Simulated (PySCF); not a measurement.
Reaction (SMILES): FCF + 2 [H][H] (H2) → C (CH4) + 2 F (HF)
B3LYP-D3(BJ)/def2-TZVP geometries, fixed; electronic energies without zero-point terms.

Effect of the auxiliary basis of density fitting at r2SCAN/aug-cc-pVTZ with PySCF, against the last row, where the energy of full hydrogenation is -42.38 kcal/mol.

| setting | fitting functions, largest species | largest shift of a total energy (mEh) | shift of the energy of full hydrogenation (kcal/mol) |
|---|---|---|---|
| density fitting: autoaux | 787 | -0.008 | 0.000 |
| density fitting: def2-universal-jkfit | 265 | -0.089 | -0.001 |
| density fitting: cc-pvtz-jkfit | 297 | -0.053 | 0.005 |
| density fitting: cc-pvqz-jkfit | 420 | -0.023 | -0.004 |
| density fitting: weigend | 169 | -0.136 | 0.070 |
| density fitting: none | - | 0.000 | 0.000 |

Within 0.05 kcal/mol in the energy of full hydrogenation: density fitting: autoaux; density fitting: def2-universal-jkfit; density fitting: cc-pvtz-jkfit; density fitting: cc-pvqz-jkfit. The largest shift is 0.136 mEh in a total energy and 0.070 kcal/mol in the difference.
